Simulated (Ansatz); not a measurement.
# HS+ (triplet): geometry and frequencies at several levels, part 2 of 2

Aim: geometry and frequencies at several levels, for HS+ (triplet), with the cost of each level. Charge +1. Spin multiplicity 3.

Ansatz 0.2.0, Gaussian bases. Earlier steps stand in the parts before.

### Step 9. Relaxation, B3LYP-D4/def2-TZVPP

input.yaml

```yaml
crystal:
  periodic: [false, false, false]
  atoms:
    - { symbol: S, position_ang: [0.0, 0.0, 0.00189529] }
    - { symbol: H, position_ang: [0.0, 0.0, 1.37034471] }
magnetization:
  spin_polarized: true
  initial_magnetization: 2
total_charge: 1
basis:
  gaussian: { orbitals: def2-TZVPP }
hamiltonian:
  xc: { name: B3LYP }
  dispersion: d4
relax:
  f_tol: 0.002
  max_steps: 150
```

The run is started by

```sh
$ ansatz run input.yaml --threads 1 --pin off --max-ram 2560MiB --backend cpu --events-out ev --progress --plain --runs-dir out
```

Output (excerpt; [...] marks lines left out):

```text
Warning: RAYON_NUM_THREADS=1 ignored (pool sized by the plan → 1); use --threads N
[...]
Functional definition: B3LYP
[...]
355 factors; their error is unknown
[...]
mean field -10840.76622192 eV, -398.3908105203 hartree, gradient 1.9e-5 eV, S^2 2.005842; 0 other end points of the search recorded, 0 dependent functions left out
[...]
reference -10840.76637014 eV, -398.3908159674 hartree; 9, 7 occupied and 47, 49 virtual orbitals, 355 factors
relax step   1: F+E_penalty+E_count = -10840.77226048 eV  Δ(F+E_penalty+E_count) = +0.000e0 eV  max|allowed force component| = 3.029e-2 eV/Å  Δτ_max = 0.0000 Å  (26 SCF iters, accepted)
[...]
relax step   2: F+E_penalty+E_count = -10840.77227705 eV  Δ(F+E_penalty+E_count) = -1.656e-5 eV  max|allowed force component| = 1.248e-2 eV/Å  Δτ_max = 0.0004 Å  (20 SCF iters, accepted)
[...]
relax step   3: F+E_penalty+E_count = -10840.77228044 eV  Δ(F+E_penalty+E_count) = -3.394e-6 eV  max|allowed force component| = 2.205e-5 eV/Å  Δτ_max = 0.0003 Å  (20 SCF iters, accepted)
355 factors; their error is unknown
[...]
mean field -10840.76624270 eV, -398.3908112839 hartree, gradient 3.6e-5 eV, S^2 2.005845; 1 other end points of the search recorded, 0 dependent functions left out
[...]
reference -10840.76639096 eV, -398.3908167323 hartree; 9, 7 occupied and 47, 49 virtual orbitals, 355 factors
Total energy: -10840.77242870 eV, -398.3910386152 hartree
Atom 0 at    -0.000000    -0.000000     0.001236 Å, force    -0.000000     0.000000    -0.000022 eV/Å
Atom 1 at     0.000000     0.000000     1.371004 Å, force     0.000000    -0.000000     0.000022 eV/Å
Dipole moment:    -0.000000     0.000000     0.230783 e Å
```

It took 5.2 s on 1 thread of Intel Xeon at 2.50GHz (Skylake/Cascade Lake), shared host; peak memory 0.11 GiB.

The steps of the relaxation:

| step | energy from step 1 (eV) | largest force component (eV/Å) |
| --- | --- | --- |
| 1 | 0.0000 | 0.0303 |
| 2 | 0.0000 | 0.0125 |
| 3 | 0.0000 | 0.0000 |

Step 1 is the start.

Before: Bond lengths: S1–H2 1.368 Å.

After: Bond lengths: S1–H2 1.370 Å.

### Step 10. Frequencies, B3LYP-D4/def2-TZVPP

input.yaml

```yaml
crystal:
  periodic: [false, false, false]
  atoms:
    - { symbol: S, position_ang: [0.0, 0.0, 0.00123614] }
    - { symbol: H, position_ang: [0.0, 0.0, 1.37100386] }
magnetization:
  spin_polarized: true
  initial_magnetization: 2
total_charge: 1
basis:
  gaussian: { orbitals: def2-TZVPP }
hamiltonian:
  xc: { name: B3LYP }
  dispersion: d4
phonons: {}
```

The run is started by

```sh
$ ansatz run input.yaml --threads 1 --pin off --max-ram 2560MiB --backend cpu --events-out ev --progress --plain --runs-dir out
```

Output (excerpt; [...] marks lines left out):

```text
Warning: RAYON_NUM_THREADS=1 ignored (pool sized by the plan → 1); use --threads N
[...]
Functional definition: B3LYP
[...]
355 factors; their error is unknown
[...]
mean field -10840.76624270 eV, -398.3908112839 hartree, gradient 1.9e-5 eV, S^2 2.005845; 0 other end points of the search recorded, 0 dependent functions left out
[...]
reference -10840.76639096 eV, -398.3908167323 hartree; 9, 7 occupied and 47, 49 virtual orbitals, 355 factors
[...]
355 factors; their error is unknown
[...]
mean field -10840.76624270 eV, -398.3908112840 hartree, gradient 1.4e-6 eV, S^2 2.005845; 0 other end points of the search recorded, 0 dependent functions left out
[...]
reference -10840.76639096 eV, -398.3908167324 hartree; 9, 7 occupied and 47, 49 virtual orbitals, 355 factors
[...]
355 factors; their error is unknown
[...]
reference -10840.76639096 eV, -398.3908167324 hartree; 9, 7 occupied and 47, 49 virtual orbitals, 355 factors
[...]
355 factors; their error is unknown
mean field -10840.76617311 eV, -398.3908087266 hartree, gradient 1.4e-6 eV, S^2 2.005852; 0 other end points of the search recorded, 0 dependent functions left out
[...]
reference -10840.76632144 eV, -398.3908141775 hartree; 9, 7 occupied and 47, 49 virtual orbitals, 355 factors
[...]
355 factors; their error is unknown
[...]
mean field -10840.76616927 eV, -398.3908085855 hartree, gradient 2.9e-6 eV, S^2 2.005839; 0 other end points of the search recorded, 0 dependent functions left out
[...]
reference -10840.76631746 eV, -398.3908140313 hartree; 9, 7 occupied and 47, 49 virtual orbitals, 355 factors
Total energy: -10840.77242870 eV, -398.3910386152 hartree
Atom 0 at     0.000000     0.000000     0.001236 Å, force    -0.000000     0.000000    -0.000020 eV/Å
Atom 1 at     0.000000     0.000000     1.371004 Å, force     0.000000    -0.000000     0.000020 eV/Å
Dipole moment:    -0.000000    -0.000000     0.230782 e Å
Vibrations: 2523.34 cm⁻¹, zero-point energy 0.156427 eV
```

Run time: 12 s. Hardware: 1 thread of Intel Xeon at 2.50GHz (Skylake/Cascade Lake), shared host; peak memory 0.11 GiB.

Harmonic frequencies (cm⁻¹; negative: imaginary): 2523.

### Step 11. Relaxation, B2PLYP/def2-TZVPP

input.yaml

```yaml
crystal:
  periodic: [false, false, false]
  atoms:
    - { symbol: S, position_ang: [0.0, 0.0, 0.00189529] }
    - { symbol: H, position_ang: [0.0, 0.0, 1.37034471] }
magnetization:
  spin_polarized: true
  initial_magnetization: 2
total_charge: 1
basis:
  gaussian: { orbitals: def2-TZVPP }
hamiltonian:
  xc: { name: B2PLYP }
relax:
  f_tol: 0.002
  max_steps: 150
```

The run is started by

```sh
$ ansatz run input.yaml --threads 1 --pin off --max-ram 2560MiB --backend cpu --events-out ev --progress --plain --runs-dir out
```

Output (excerpt; [...] marks lines left out):

```text
Warning: RAYON_NUM_THREADS=1 ignored (pool sized by the plan → 1); use --threads N
[...]
Functional definition: B2PLYP
[...]
362 factors; integrals over basis functions are off by at most 3.2e-4 eV
[...]
mean field -10835.84125422 eV, -398.2098212956 hartree, gradient 3.4e-6 eV, S^2 2.010243; 0 other end points of the search recorded, 0 dependent functions left out
5 core orbitals not correlated: weight in the atoms' cores, before any rotation towards them, 1.000 or more for the frozen orbitals, at most 0.000 for the correlated occupied ones
reference -10835.84134773 eV, -398.2098247321 hartree; 4, 2 occupied and 47, 49 virtual orbitals, 362 factors
second order -3.90401735 eV of doubles, -0.00000000 eV of singles
[...]
relax step   1: F+E_penalty+E_count = -10836.89533890 eV  Δ(F+E_penalty+E_count) = +0.000e0 eV  max|allowed force component| = 1.278e-1 eV/Å  Δτ_max = 0.0000 Å  (28 SCF iters, accepted)
[...]
relax step   3: F+E_penalty+E_count = -10836.89568846 eV  Δ(F+E_penalty+E_count) = -5.616e-5 eV  max|allowed force component| = 4.020e-4 eV/Å  Δτ_max = 0.0011 Å  (24 SCF iters, accepted)
362 factors; integrals over basis functions are off by at most 3.2e-4 eV
mean field -10835.84225923 eV, -398.2098582290 hartree, gradient 1.9e-6 eV, S^2 2.010234; 1 other end points of the search recorded, 0 dependent functions left out
5 core orbitals not correlated: weight in the atoms' cores, before any rotation towards them, 1.000 or more for the frozen orbitals, at most 0.000 for the correlated occupied ones
reference -10835.84235264 eV, -398.2098616618 hartree; 4, 2 occupied and 47, 49 virtual orbitals, 362 factors
second order -3.90158975 eV of doubles, -0.00000000 eV of singles
[...]
Total energy: -10836.89578187 eV, -398.2485744720 hartree
Atom 0 at     0.000000     0.000000     0.004626 Å, force     0.000000     0.000000    -0.000402 eV/Å
Atom 1 at    -0.000000    -0.000000     1.367614 Å, force    -0.000000     0.000000     0.000402 eV/Å
Dipole moment:    -0.000000    -0.000000     0.232305 e Å
```

It took 14 s on 1 thread of Intel Xeon at 2.50GHz (Skylake/Cascade Lake), shared host; peak memory 0.13 GiB.

Relaxation path:

```csv
step,energy from step 1 (eV),largest force component (eV/Å)
1,0.0000,0.1278
2,-0.0003,0.0515
3,-0.0003,0.0004
```

Step 1 is the start.

Before: Bond lengths: S1–H2 1.368 Å.

After: Bond lengths: S1–H2 1.363 Å.

### Step 12. Frequencies, B2PLYP/def2-TZVPP

input.yaml

```yaml
crystal:
  periodic: [false, false, false]
  atoms:
    - { symbol: S, position_ang: [0.0, 0.0, 0.00462632] }
    - { symbol: H, position_ang: [0.0, 0.0, 1.36761368] }
magnetization:
  spin_polarized: true
  initial_magnetization: 2
total_charge: 1
basis:
  gaussian: { orbitals: def2-TZVPP }
hamiltonian:
  xc: { name: B2PLYP }
phonons: {}
```

The run is started by

```sh
$ ansatz run input.yaml --threads 1 --pin off --max-ram 2560MiB --backend cpu --events-out ev --progress --plain --runs-dir out
```

Output (excerpt; [...] marks lines left out):

```text
Warning: RAYON_NUM_THREADS=1 ignored (pool sized by the plan → 1); use --threads N
[...]
Functional definition: B2PLYP
[...]
362 factors; integrals over basis functions are off by at most 3.2e-4 eV
[...]
mean field -10835.84225923 eV, -398.2098582290 hartree, gradient 3.3e-6 eV, S^2 2.010234; 0 other end points of the search recorded, 0 dependent functions left out
5 core orbitals not correlated: weight in the atoms' cores, before any rotation towards them, 1.000 or more for the frozen orbitals, at most 0.000 for the correlated occupied ones
reference -10835.84235264 eV, -398.2098616618 hartree; 4, 2 occupied and 47, 49 virtual orbitals, 362 factors
second order -3.90158974 eV of doubles, -0.00000000 eV of singles
[...]
362 factors; integrals over basis functions are off by at most 3.2e-4 eV
[...]
second order -3.90269737 eV of doubles, -0.00000000 eV of singles
[...]
362 factors; integrals over basis functions are off by at most 3.2e-4 eV
mean field -10835.84248102 eV, -398.2098663796 hartree, gradient 2.5e-6 eV, S^2 2.010230; 0 other end points of the search recorded, 0 dependent functions left out
5 core orbitals not correlated: weight in the atoms' cores, before any rotation towards them, 1.000 or more for the frozen orbitals, at most 0.000 for the correlated occupied ones
reference -10835.84257438 eV, -398.2098698107 hartree; 4, 2 occupied and 47, 49 virtual orbitals, 362 factors
second order -3.90048788 eV of doubles, -0.00000000 eV of singles
[...]
Total energy: -10836.89578187 eV, -398.2485744719 hartree
Atom 0 at     0.000000     0.000000     0.004626 Å, force     0.000000     0.000000    -0.000402 eV/Å
Atom 1 at     0.000000     0.000000     1.367614 Å, force    -0.000000     0.000000     0.000402 eV/Å
Dipole moment:    -0.000000    -0.000000     0.232305 e Å
Vibrations: 2573.70 cm⁻¹, zero-point energy 0.159549 eV
```

Run time: 41 s. Hardware: 1 thread of Intel Xeon at 2.50GHz (Skylake/Cascade Lake), shared host; peak memory 0.13 GiB.

Harmonic frequencies (cm⁻¹; negative: imaginary): 2574.

### Step 13. The levels compared

| level | S1–H2 (Å) | rotational constants (MHz) | highest frequency (cm⁻¹) | CPU time |
| --- | --- | --- | --- | --- |
| PBE0-D4/def2-TZVPP | 1.3684 | 276220 | 2559 | 7.9 s |
| PBE-D4/def2-TZVPP | 1.3816 | 270980 | 2461 | 5.4 s |
| r2SCAN-D4/def2-TZVPP | 1.3679 | 276450 | 2544 | 8.4 s |
| B3LYP-D4/def2-TZVPP | 1.3698 | 275690 | 2523 | 5.1 s |
| B2PLYP/def2-TZVPP | 1.3630 | 278440 | 2574 | 13 s |

Constants are for the commonest isotopes at the equilibrium geometry; times are CPU times of the relaxations.

### Step 14. What came out

The summary covers parts 1 to 2.

| quantity | value |
| --- | --- |
| S1–H2 at B2PLYP/def2-TZVPP | 1.363 Å |
| frequencies at B2PLYP/def2-TZVPP | 2574 cm⁻¹ |

What this shows: The S–H distance spreads over 0.019 Å, from B2PLYP/def2-TZVPP (shortest) to PBE-D4/def2-TZVPP. No mode is imaginary, so the geometry is a minimum.
